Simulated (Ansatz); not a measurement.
One change: `BO` becomes `BO[SiH3]`.

Ansatz, PBE0-D4/def2-TZVP geometries, multiplicity 1. 

```json
{"property": "LUMO energy (ωB97M-V/def2-TZVPP) / eV", "`BO`": "1.46"}
{"property": "size of the dipole moment (PBE/def2-TZVPP) / D", "`BO`": "1.59"}
{"property": "size of the dipole moment (ωB97M-V/def2-TZVPP) / D", "`BO`": "1.58"}
{"property": "ideal-gas entropy at 298 K and 1 bar (rigid rotor, harmonic PBE0-D4/def2-TZVP) / J/(mol·K)", "`BO`": "230"}
{"property": "HOMO energy (PBE0/def2-TZVPP) / eV", "`BO`": "-8.86"}
{"property": "HOMO energy (ωB97M-V/def2-TZVPP) / eV", "`BO`": "-11.23"}
```

(1) Give the same properties after the change, and the shifts. (Best estimate.)

## Answers

(1) Ansatz gave: 
| property | `BO[SiH3]` | shift |
| --- | --- | --- |
| LUMO energy (ωB97M-V/def2-TZVPP) / eV | 1.22 | -0.24 |
| size of the dipole moment (PBE/def2-TZVPP) / D | 1.04 | -0.55 |
| size of the dipole moment (ωB97M-V/def2-TZVPP) / D | 0.98 | -0.60 |
| ideal-gas entropy at 298 K and 1 bar (rigid rotor, harmonic PBE0-D4/def2-TZVP) / J/(mol·K) | 292 | 62 |
| HOMO energy (PBE0/def2-TZVPP) / eV | -8.49 | 0.37 |
| HOMO energy (ωB97M-V/def2-TZVPP) / eV | -10.86 | 0.37 |

With PBE0 the HOMO rises by 0.37 eV and the LUMO falls by 0.23 eV, so the gap narrows by about 0.60 eV. PBE moves the HOMO by 0.33 eV and ωB97M-V by 0.37 eV. The zero-point energy changes by 40.1 kJ/mol with +9 modes. Dipoles are sizes alone; their direction can turn.
